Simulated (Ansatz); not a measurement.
**CH3Al (singlet): the correlation ladder at distance Al1–H3 = 2.513 Å, cc-pVDZ**

An exercise on one series of results from a longer session: the logs are not shown, and one member is left open.

Method: cc-pVDZ, core rule «outside noble gas», up to 6 orbitals frozen; program: Ansatz 0.2.0, Gaussian basis.

Plan: UHF; CCSD(T) on RHF; CCSD(T) on UHF; BCCD(T) on RHF; CISD; CCSDT(Q) on RHF; CCSDT(Q) on UHF; CASSCF and MRCISD+Q, 2 electrons in 2 orbitals; CASSCF and NEVPT2, 2 electrons in 2 orbitals.

23 further runs of the same task are left out: 2 for a known fault of the program, 16 that didn't finish, 5 set aside as unsound or not needed.

## The geometry

The geometry derives from a PBE0/def2-TZVP stationary point (not a proven minimum). One bond is set to the value named and the two fragments are kept rigid.

5 atoms, charge 0, spin multiplicity 1.

Atoms are counted from 1 here; the program's logs count them from 0.

Bond lengths: Al1–C2 1.845 Å, Al1–H4 1.583 Å, C2–H5 1.084 Å. Angles: C2–Al1–H4 115.2°, Al1–C2–H5 180.0°.

The first run:

in.yaml reads:

```yaml
crystal:
  periodic: [false, false, false]
  atoms:
    - {symbol: Al, position_ang: [0.000000, -0.020198, 0.555897]}
    - {symbol: C, position_ang: [0.000000, -0.020198, -1.289150]}
    - {symbol: H, position_ang: [0.000000, 2.254219, 1.624635]}
    - {symbol: H, position_ang: [0.000000, -1.452674, 1.229011]}
    - {symbol: H, position_ang: [0.000000, -0.020198, -2.372839]}
basis:
  gaussian: {orbitals: cc-pVDZ}
magnetization: {spin_polarized: true, initial_magnetization: 0}
hamiltonian: {xc: hf}
output: {orbitals: {seedname: orbitals}}
```

The run is started by

```console
> ansatz run in.yaml --threads 1 --pin off --events-out ev --progress --plain --max-ram 2393MiB
```

Steps of the session up to this table: UHF; CCSD(T) on RHF; CCSD(T) on UHF; BCCD(T) on RHF; CISD; CCSDT(Q) on RHF; CCSDT(Q) on UHF; CASSCF and MRCISD+Q, 2 electrons in 2 orbitals; CASSCF and NEVPT2, 2 electrons in 2 orbitals.

One of the session's tables, all rows but one given; the rest of the session is left out.

It belongs to the step «Misses and costs». 

| method | from RCCSDT(Q) (kJ/mol) |
| --- | --- |
| RHF | +618.9 |
| UHF | +500.8 |
| RMP2 | +161.9 |
| UMP2 | ? |
| CISD | +93.8 |
| RCCSD | +33.0 |
| UCCSD | -16.3 |
| RCCSD(T) | +11.2 |
| UCCSD(T) | -38.2 |
| BCCD(T) | +10.9 |
| RCCSDT | +3.1 |
| UCCSDT | -66.4 |
| RCCSDT(Q) | 0 |
| UCCSDT(Q) | -73.2 |
| CASSCF pair | +526.0 |
| NEVPT2 pair | +126.9 |
| MRCISD pair | +63.2 |
| MRCISD+Q pair | +13.0 |

Estimate the missing values for UMP2.

The run gave: from RCCSDT(Q) (kJ/mol): +121.5. In the column «from RCCSDT(Q) (kJ/mol)» it lies between CISD (+93.8) and NEVPT2 pair (+126.9).

The program flags UCCSD(T), UCCSDT(Q) as in doubt (see the logs), so those rows may rest on another solution; read them beside their warnings.

To keep in mind: The determinant is far from a pure spin state, so its energy mixes those of several spin states (harmless only where they are near-degenerate, as at dissociation). The program flags UCCSD(T), UCCSDT(Q) as in doubt, so those rows may rest on another solution; read them beside their warnings. Warnings: restricted reference is unstable; spin contamination; large T1 diagnostic. Restricted and unrestricted rows rest on different reference determinants; where their highest levels disagree by more than a few hundredths of an eV, they describe different states and don't form one ladder.
